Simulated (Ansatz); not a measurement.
Species: CH₂Cl, net charge 0, doublet state. It need not be the lowest isomer of its formula. 
Coordinates optimised at B3LYP-D3(BJ)/def2-TZVP (Ansatz, a first-principles code):
```
C
H 1 1.0768
H 1 1.0768 2 124.26
Cl 1 1.6978 2 117.87 3 180.00
```
Charge 0, spin multiplicity 2.

Atomisation energy built up term by term with Ansatz (kcal/mol; UHF references for open shells; valence terms freeze the core; atomic spin-orbit terms are left out). CBS marks a two-point X^-3 extrapolation of the correlation energy; Hartree-Fock from the larger set.

| term | basis | kcal/mol |
|---|---|---|
| Hartree-Fock | def2-QZVPPD | 213.85 |
| CCSD correlation | CBS(def2-TZVPPD,def2-QZVPPD) | 69.11 |
| (T) | CBS(def2-TZVPPD,def2-QZVPPD) | 4.83 |
| CCSDT - CCSD(T) | cc-pV(D+d)Z | 0.09 |
| core correlation | cc-pwCVTZ | 1.21 |
| scalar relativity (X2C) | cc-pVTZ-DK against cc-pVTZ | -0.41 |
| sum: De |  | 288.7 |

(T) makes 1.7 % of the CCSD(T) atomisation energy; under 5 % is typical of single-reference molecules.
